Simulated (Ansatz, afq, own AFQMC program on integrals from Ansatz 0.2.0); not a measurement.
# O2⁺, quartet in 6-31G, levels against full CI

| atom | x (Å) | y (Å) | z (Å) |
| --- | --- | --- | --- |
| O | 0.0000 | 0.0000 | 0.0000 |
| O | 0.0000 | 0.0000 | 1.6340 |

Basis 6-31G. Noble-gas cores (and the filled d shells of Ga–Kr and In–Xe) are frozen. AFQMC by an in-house program on the Cholesky factors that Ansatz 0.2.0 writes for its CCSD(T) run. The CISD trial takes its coefficients from CCSD amplitudes. Released means that phaseless walkers are propagated on without the constraint, phases kept. Error bars are statistical, one sigma.

Determinant: ROHF, the one that the program's search chose, which needn't be the lowest solution. The geometry is a point of a scan.

Full CI on the same integrals is exact in this basis and with this determinant's frozen core.

Cautions: lower spins were not checked; a spin-contaminated unrestricted determinant lies lower (UHF 2.38 eV lower, ⟨S²⟩ 4.26); the search met a lower determinant of the same kind, perhaps of another symmetry (1.57 eV lower), and this one is a saddle point; CCSD(T) is in doubt: in a space of 11 electrons in 9 natural orbitals full CI lies 93 meV below it; the released energies are still falling, so no released level is given (meV from the phaseless value at times in 1/Eh: -52 ± 10 at 0.24, -87 ± 4 at 0.51, -114 ± 4 at 0.99, -122 ± 27 at 1.62, -143 ± 8 at 2.40).

```
T1 diagnostic                               : 0.0210
weight of the determinant in the CISD state : 0.847
size of the correlated space                : 11 electrons in 16 orbitals
```

Reference: full CI, correlation energy -7.581 eV.

```tsv
level	E − E(reference) (kcal/mol)	share of correlation (%)
HF	174.83	0.00
MP2	3.54	97.97
CCSD	11.61	93.36
CCSD(T)	3.66	97.91
ph-AFQMC/CISD	4.20 ± 0.07	97.60
```

A walk keeps the symmetry of its determinant, which the program's search chose and which needn't be the lowest solution, so a lower state of the same spin and another symmetry isn't excluded.
